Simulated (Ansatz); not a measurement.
# AlH2Cl: small, medium and large basis sets

An exercise on one series of results from a longer session: the logs are not shown, and one member is left open.

Method: one geometry, several basis sets; program: Ansatz 0.2.0, Gaussian basis.

Levels to be run: PBE0-D4/def2-SVP; ωB97M-V/def2-SVP; PBE0-D4/def2-QZVPP; ωB97M-V/def2-QZVPP; CCSD(T)/cc-pV(D+d)Z; CCSD(T)/cc-pV(T+d)Z; CCSD(T)/cc-pV(Q+d)Z; the functionals' def2-TZVPP values are taken from earlier runs.

### The relaxed structure

An earlier PBE0-D4 in a triple-zeta def2 set relaxation fixed the geometry.

SMILES `[AlH2][Cl]`, 4 atoms, charge 0, spin multiplicity 1.

Atoms are counted from 1 here; the program's logs count them from 0.

Bond lengths: Al1–Cl2 2.097 Å, Al1–H3 1.575 Å, Al1–H4 1.575 Å. Angles: Cl2–Al1–H3 117.5°, Cl2–Al1–H4 117.5°, H3–Al1–H4 125.0°.

Set-up of the first run:

in.yaml reads:

```yaml
crystal:
  periodic: [false, false, false]
  atoms:
    - {symbol: Al, position_ang: [-0.090277, -0.004227, -0.126565]}
    - {symbol: Cl, position_ang: [1.271745, -0.146038, 1.461803]}
    - {symbol: H, position_ang: [-1.335026, -0.969337, -0.106255]}
    - {symbol: H, position_ang: [0.209159, 1.059301, -1.249284]}
basis:
  gaussian: {orbitals: def2-SVP}
hamiltonian: {xc: pbe0, dispersion: d4}
output: {orbitals: {seedname: orbitals}}
```

Command:

```console
ansatz run in.yaml --threads 4 --pin off --events-out ev --progress --plain --max-ram 10444MiB
```

Among the steps run: PBE0-D4 in def2-SVP; ωB97M-V in def2-SVP; PBE0-D4 in def2-QZVPP; ωB97M-V in def2-QZVPP.

One table of the session follows, with a row left open; its other results are not shown here.

| functional | basis | HOMO (eV) | LUMO (eV) |
| --- | --- | --- | --- |
| PBE0-D4 | def2-SVP | -8.49 | -1.56 |
| PBE0-D4 | def2-TZVPP | ? | ? |
| PBE0-D4 | def2-QZVPP | -8.59 | -1.67 |
| ωB97M-V | def2-SVP | -10.62 | 0.18 |
| ωB97M-V | def2-TZVPP | -10.77 | 0.00 |
| ωB97M-V | def2-QZVPP | -10.80 | -0.15 |

**Question.** Estimate the row for PBE0-D4, def2-TZVPP.

As computed: HOMO (eV): -8.58; LUMO (eV): -1.64. In the column «HOMO (eV)» it lies between PBE0-D4, def2-QZVPP (-8.59) and PBE0-D4, def2-SVP (-8.49).
